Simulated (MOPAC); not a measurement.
A run for MOPAC: PM3 on CH5N (SMILES CN).

```
PM3 1SCF PRECISE CHARGE=0 THREADS=1
CH5N

N     -0.80436863 1    -0.69219687 1    -0.35724871 1
H     -0.90005563 1    -1.66102787 1    -0.08139571 1
H     -1.39350863 1    -0.57876187 1    -1.17200871 1
C     -1.28781363 1     0.17588313 1     0.72312829 1
H     -1.18366463 1     1.21294913 1     0.41527629 1
H     -2.32564163 1     0.00247913 1     1.01425929 1
H     -0.65592763 1     0.03619813 1     1.59636929 1
```

It printed:

```
*******************************************************************************
 **                                                                           **
 **                              MOPAC v23.2.5                                **
 **                                                                           **
 *******************************************************************************
 ** MOPAC's Digital Object Identifier: https://doi.org/10.5281/zenodo.6511958 **
 **                                                                           **
 ** Please cite the open-source release paper for use of this MOPAC version:  **
 ** J. E. Moussa and J. J. P. Stewart (2026)                                  **
 ** MOPAC: An open-source semiempirical molecular orbital program             **
 ** J. Open Source Softw., 11(119), 8025, https://doi.org/10.21105/joss.08025 **
 *******************************************************************************

                              PM3 CALCULATION RESULTS

 *******************************************************************************
 *  PM3        - The PM3 Hamiltonian to be used
 *
 *
 *
 *                 CHARGE ON SYSTEM = 0
 *
 *
 *
 *  PRECISE    - TIGHTER CRITERIA TO BE USED
 *  1SCF       - DO 1 SCF AND THEN STOP
 *  THREADS=1  - MULTI-THREADING NOT USED
 *  T=         - A TIME OF 172800.0 SECONDS REQUESTED
 *  DUMP=N     - RESTART FILE WRITTEN EVERY 7200.0 SECONDS REQUESTED
 *******************************************************************************
PM3 1SCF PRECISE CHARGE=0 THREADS=1
 CH5N

   ATOM   CHEMICAL          X               Y               Z
  NUMBER   SYMBOL      (ANGSTROMS)     (ANGSTROMS)     (ANGSTROMS)

     1       N         -0.80436863  *  -0.69219687  *  -0.35724871  *
     2       H         -0.90005563  *  -1.66102787  *  -0.08139571  *
     3       H         -1.39350863  *  -0.57876187  *  -1.17200871  *
     4       C         -1.28781363  *   0.17588313  *   0.72312829  *
     5       H         -1.18366463  *   1.21294913  *   0.41527629  *
     6       H         -2.32564163  *   0.00247913  *   1.01425929  *
     7       H         -0.65592763  *   0.03619813  *   1.59636929  *



          CARTESIAN COORDINATES

    NO.       ATOM           X           Y           Z

     1         N         -0.8044     -0.6922     -0.3572
     2         H         -0.9001     -1.6610     -0.0814
     3         H         -1.3935     -0.5788     -1.1720
     4         C         -1.2878      0.1759      0.7231
     5         H         -1.1837      1.2129      0.4153
     6         H         -2.3256      0.0025      1.0143
     7         H         -0.6559      0.0362      1.5964

  H: (PM3): J. J. P. STEWART, J. COMP. CHEM. 10, 209 (1989).
  C: (PM3): J. J. P. STEWART, J. COMP. CHEM. 10, 209 (1989).
  N: (PM3): J. J. P. STEWART, J. COMP. CHEM. 10, 209 (1989).

           Empirical Formula: C H5 N  =     7 atoms



      MOLECULAR POINT GROUP   :   Cs


      RHF CALCULATION, NO. OF DOUBLY OCCUPIED LEVELS = 7


 -------------------------------------------------------------------------------
 PM3 1SCF PRECISE CHARGE=0 THREADS=1
 CH5N



     1SCF WAS SPECIFIED, SO BFGS WAS NOT USED
     SCF FIELD WAS ACHIEVED


                              PM3 CALCULATION
                                                       MOPAC v23.2.5 Linux




          FINAL HEAT OF FORMATION =         -4.78540 KCAL/MOL =     -20.02212 KJ/MOL


          COSMO AREA              =         70.60 SQUARE ANGSTROMS
          COSMO VOLUME            =         51.55 CUBIC ANGSTROMS

          IONIZATION POTENTIAL    =          9.495013 EV
          HOMO LUMO ENERGIES (EV) =         -9.495  3.120
          NO. OF FILLED LEVELS    =          7
          MOLECULAR WEIGHT        =         31.0572         POINT GROUP:  Cs

          MOLECULAR DIMENSIONS (Angstroms)

            Atom       Atom       Distance
            H     5    H     2     2.93033
            H     3    H     7     2.75394
            N     1    H     6     1.73304


          SCF CALCULATIONS        =          1





   ATOM   CHEMICAL          X               Y               Z
  NUMBER   SYMBOL      (ANGSTROMS)     (ANGSTROMS)     (ANGSTROMS)

     1       N         -0.80436863  *  -0.69219687  *  -0.35724871  *
     2       H         -0.90005563  *  -1.66102787  *  -0.08139571  *
     3       H         -1.39350863  *  -0.57876187  *  -1.17200871  *
     4       C         -1.28781363  *   0.17588313  *   0.72312829  *
     5       H         -1.18366463  *   1.21294913  *   0.41527629  *
     6       H         -2.32564163  *   0.00247913  *   1.01425929  *
     7       H         -0.65592763  *   0.03619813  *   1.59636929  *

                             CARTESIAN COORDINATES

   1    N       -0.804368630    -0.692196870    -0.357248710
   2    H       -0.900055630    -1.661027870    -0.081395710
   3    H       -1.393508630    -0.578761870    -1.172008710
   4    C       -1.287813630     0.175883130     0.723128290
   5    H       -1.183664630     1.212949130     0.415276290
   6    H       -2.325641630     0.002479130     1.014259290
   7    H       -0.655927630     0.036198130     1.596369290


           Empirical Formula: C H5 N  =     7 atoms



      MOLECULAR POINT GROUP   :   Cs


                  EIGENVALUES
 -33.21763 -23.09854 -16.30839 -15.29757 -14.10442 -12.61054  -9.49501   3.12012
   3.81989   4.10934   4.39410   5.30895   5.53446


              NET ATOMIC CHARGES AND DIPOLE CONTRIBUTIONS

  ATOM NO.   TYPE          CHARGE      No. of ELECS.   s-Pop       p-Pop
    1          N          -0.029610        5.0296     1.46645     3.56316
    2          H           0.018096        0.9819     0.98190
    3          H           0.018106        0.9819     0.98189
    4          C          -0.111362        4.1114     1.14575     2.96562
    5          H           0.044128        0.9559     0.95587
    6          H           0.016636        0.9834     0.98336
    7          H           0.044006        0.9560     0.95599
 DIPOLE           X         Y         Z       TOTAL
 POINT-CHG.     0.028     0.075     0.062     0.101
 HYBRID        -1.394    -0.351     0.283     1.465
 SUM           -1.366    -0.276     0.344     1.435


          ATOMIC ORBITAL ELECTRON POPULATIONS

     Atom    s        px        py        pz
    1  N   1.46645   1.54516   1.01852   0.99948
    2  H   0.98190
    3  H   0.98189
    4  C   1.14575   0.98202   0.99936   0.98423
    5  H   0.95587
    6  H   0.98336
    7  H   0.95599

 **********************
 *                    *
 * JOB ENDED NORMALLY *
 *                    *
 **********************




 == MOPAC DONE ==
```

The run finished.

Cost: roughly 0.020 core-seconds.
